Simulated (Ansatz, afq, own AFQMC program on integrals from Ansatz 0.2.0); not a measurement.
AFQMC on a folder of integrals that Ansatz 0.2.0 wrote.

```yaml
crystal:
  periodic: [false, false, false]
  atoms:
    - {symbol: Si, position_ang: [0.000000, -0.081122, 0.624572]}
    - {symbol: N, position_ang: [0.000000, 0.049408, -1.077458]}
    - {symbol: H, position_ang: [0.000000, 1.434266, 0.850543]}
    - {symbol: H, position_ang: [0.000000, 0.905200, -1.610089]}
    - {symbol: H, position_ang: [0.000000, -0.765663, -1.670950]}
basis:
  gaussian: {orbitals: cc-pVDZ}
magnetization: {spin_polarized: false}
correlation: {method: ccsd_t, electrons: outside_noble_gas, hamiltonian_folder: ham}
```

```sh
$ ansatz run in.yaml --threads 1 --pin off --events-out ev --progress --plain --max-ram 1382MiB
```

Options of the walk:

```
--method phaseless --trial hf --walkers 120 --populations 1 --least-time 40 --time-step 0.005 --steps-per-block 20 --equilibration-blocks 112 --max-blocks 600 --target-error 0.00126 --factor-cut 1e-05 --seed 1947 --taylor-order 6
```

Times are imaginary, in 1/Eh. The walk had a cap of 733 s.

Log:

```
orbitals 41  electrons 6 6  factors 322 of 450
reference energy -345.10956573 Eh
CCSD correlation -0.29086559 Eh in 10 cycles, weight of the determinant in the CISD state 0.8705
energy of the start -345.109566 Eh
 block  time / (1/Eh)  mean weight  energy / Eh
     1     0.100  1.0021  -345.181178
     2     0.200  0.9993  -345.231105
     3     0.300  1.0004  -345.271873
     4     0.400  1.0018  -345.312766
     5     0.500  1.0018  -345.309078
    10     1.000  1.0003  -345.380664
    86     8.600  0.9993  -345.405885
   154    15.400  1.0006  -345.459350
   171    17.100  0.9992  -345.399092
   256    25.600  1.0001  -345.404351
   341    34.100  0.9997  -345.413052
   426    42.600  1.0008  -345.422458
   511    51.100  0.9999  -345.450615
   545    54.500  0.9990  -345.364965
   596    59.600  1.0006  -345.436296
   681    68.100  0.9996  -345.406978
   698    69.800  1.0000  -345.387424
blocks merged  error / Eh  count
     1  0.000885  600
     2  0.001157  300
     4  0.001474  150
     8  0.001678  75
    16  0.001975  37
    32  0.002450  18
    64  0.002035  9
energy -345.408311 +/- 0.002450 Eh
(rows thinned)
```

The run passed its tests (sampling time, drift between the halves within three errors, error under three times the target), which doesn't prove that it has relaxed.

Against this walk (error 66.7 meV) on the same determinant: CCSD(T) 6.4 meV lower (within the noise), CCSDT(Q) 46.8 meV lower (within the noise), a separate phaseless walk with a CISD trial and standard settings 22.9 ± 69.8 meV lower (within the noise). The error is statistical and leaves out the bias of the constraint.

Cautions: constraint bias not in the error; error above the target (66.7 against 34.3 meV).

The walk took 2.9 min on 1 thread of Arm Neoverse V2 (shared host). The log's last line is the phaseless energy.

CCSDT and higher add their correlation energy to the determinant of the CCSD(T) run, since their own runs factorise the integrals more tightly (a shift of under 2 meV). A walk keeps the symmetry of its determinant, which the program's search chose and which needn't be the lowest solution, so a lower state of the same spin and another symmetry isn't excluded.
